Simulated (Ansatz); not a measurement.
## HB–AlH, singlet: the ladder up to full CI

Geometry: a point of a breathe scan, not a stationary point.

```yaml
atoms:
  - { symbol: B, position_ang: [0.0000, -0.5668, 3.4200] }
  - { symbol: Al, position_ang: [0.0000, 0.2787, -1.4305] }
  - { symbol: H, position_ang: [0.0000, 0.8788, 5.8975] }
  - { symbol: H, position_ang: [0.0000, -2.2605, -4.2868] }
```

Basis 6-31G; Ansatz 0.2.0. Correlated methods freeze the noble-gas cores, which leaves 8 electrons in 20 orbitals. Prefix R: restricted or restricted open-shell reference; prefix U: unrestricted. Active spaces: valence = (8e, 10o) chosen from the atoms' valence shells; pair = (2e, 2o) about the gap.

Full CI is exact within this basis and frozen core; it isn't the basis-set limit. The frozen core follows each run's orbitals, which can shift R against U totals by a few meV.

RHF is unstable: UHF (⟨S²⟩ = 1.89) lies 4.02 eV below the lowest RHF solution. Higher spins weren't run at this geometry and may lie near or lower.

```
UHF ⟨S²⟩                            : 1.894
⟨S²⟩ of the determinant under UCCSD : 1.965
T1 diagnostic (RCCSD)               : 0.1130
largest doubles amplitude (RCCSD)   : 0.478
```

```json
{"level": "RHF", "E − E(full CI) (kcal/mol)": "147.81", "share of correlation (%)": "0.00", "wall time": "–"}
{"level": "RMP2", "E − E(full CI) (kcal/mol)": "71.25", "share of correlation (%)": "51.80", "wall time": "–"}
{"level": "UMP2†", "E − E(full CI) (kcal/mol)": "32.12", "share of correlation (%)": "–", "wall time": "–"}
{"level": "CISD", "E − E(full CI) (kcal/mol)": "38.80", "share of correlation (%)": "73.75", "wall time": "0.51 s"}
{"level": "RCCSD*", "E − E(full CI) (kcal/mol)": "3.30", "share of correlation (%)": "97.77", "wall time": "–"}
{"level": "UCCSD†", "E − E(full CI) (kcal/mol)": "10.06", "share of correlation (%)": "–", "wall time": "–"}
{"level": "RCCSD(T)*", "E − E(full CI) (kcal/mol)": "-0.50", "share of correlation (%)": "100.34", "wall time": "1.6 s"}
{"level": "UCCSD(T)†", "E − E(full CI) (kcal/mol)": "9.24", "share of correlation (%)": "–", "wall time": "25 s"}
{"level": "BCCD(T)*", "E − E(full CI) (kcal/mol)": "0.20", "share of correlation (%)": "99.87", "wall time": "1.7 s"}
{"level": "RCCSDT*", "E − E(full CI) (kcal/mol)": "-0.19", "share of correlation (%)": "100.13", "wall time": "–"}
{"level": "UCCSDT†", "E − E(full CI) (kcal/mol)": "8.27", "share of correlation (%)": "–", "wall time": "–"}
{"level": "RCCSDT(Q)*", "E − E(full CI) (kcal/mol)": "0.31", "share of correlation (%)": "99.79", "wall time": "2.7 s"}
{"level": "UCCSDT(Q)†", "E − E(full CI) (kcal/mol)": "8.16", "share of correlation (%)": "–", "wall time": "48 s"}
{"level": "RCCSDTQ*", "E − E(full CI) (kcal/mol)": "0.00", "share of correlation (%)": "100.00", "wall time": "33 s"}
{"level": "CASSCF (valence space)", "E − E(full CI) (kcal/mol)": "9.78", "share of correlation (%)": "93.38", "wall time": "–"}
{"level": "NEVPT2 (valence space)", "E − E(full CI) (kcal/mol)": "4.08", "share of correlation (%)": "97.24", "wall time": "14 s"}
{"level": "MRCISD (valence space)", "E − E(full CI) (kcal/mol)": "0.21", "share of correlation (%)": "99.86", "wall time": "–"}
{"level": "MRCISD+Q (valence space)", "E − E(full CI) (kcal/mol)": "0.06", "share of correlation (%)": "99.96", "wall time": "16 s"}
```

An asterisk marks runs whose energy the program itself flagged as in doubt. A dagger marks rows that describe another state than the reference (another or a broken symmetry, a higher spin or other natural occupations), so the difference holds a gap between states beside the method's error.

The correlation energy at full CI, counted from RHF, is -6.409 eV. That run took 5.5 min on 1 thread of Arm Neoverse V1, shared host over 11,765,097 determinants.

Run but not shown, since their state, orbitals or frozen core can't be matched to the reference's or they repeat it: UHF, CASSCF (pair space), NEVPT2 (pair space).

Times hold each run's SCF and search for its determinant on a shared host, so for small cases they say little of a method's own cost; they ran on 1 thread of Arm Neoverse V1.

More than 5 meV below full CI, which no variational method can be: RCCSD(T), RCCSDT.

The full-CI state has the irrep A' of Cs, in the program's axes.

Natural occupations of full CI about the gap: 1.904 1.883 1.509 1.448 0.551 0.485 0.055 0.053 0.043 0.042; effectively unpaired electrons, Σ n²(2−n)², 2.48. No single determinant describes this state well, so single-reference rows can miss without a flag.
